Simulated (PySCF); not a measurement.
AlCl3, SMILES [Cl][Al]([Cl])[Cl].

Geometry optimised at B3LYP-D3(BJ)/def2-SVP. The isomer is the one that the SMILES or the coordinates give; other isomers of the formula were not compared.

All values below come from TDA-PBE/def2-SVPD run with PySCF.

Vertical excitations; the highest root listed may be one member of a degenerate set.  State labels are in the subgroup C2v.

### Question
Estimate the UV-visible absorptions. (The exact figures need the calculation; the answer reports its results.)

### Answer

```
state  symmetry  energy (eV)  λ (nm)      f                      main pairs
-----  --------  -----------  ------  -----  ------------------------------
S1           B1         5.73     216  0.000                 HOMO→LUMO 100 %
S2           A2         6.02     206  0.000               HOMO→LUMO+1 100 %
S3           A2         6.16     201  0.000    HOMO−2→LUMO (degenerate set)
S4           B2         6.16     201  0.000    HOMO−1→LUMO (degenerate set)
S5           B1         6.37     195  0.029    HOMO−3→LUMO (degenerate set)
S6           A1         6.37     195  0.029    HOMO−4→LUMO (degenerate set)
S7           A2         6.62     187  0.000  HOMO−3→LUMO+1 (degenerate set)
S8           B2         6.62     187  0.000  HOMO−4→LUMO+1 (degenerate set)
S9           B1         6.85     181  0.078  HOMO−2→LUMO+1 (degenerate set)
S10          A1         6.85     181  0.078  HOMO−1→LUMO+1 (degenerate set)
T1           B1         5.51     225      0                 HOMO→LUMO 100 %
T2           A2         5.91     210      0               HOMO→LUMO+1 100 %
T3           A2         5.94     209      0    HOMO−2→LUMO (degenerate set)
T4           B2         5.94     209      0    HOMO−1→LUMO (degenerate set)
```
Triplets are in the Tamm–Dancoff approximation.
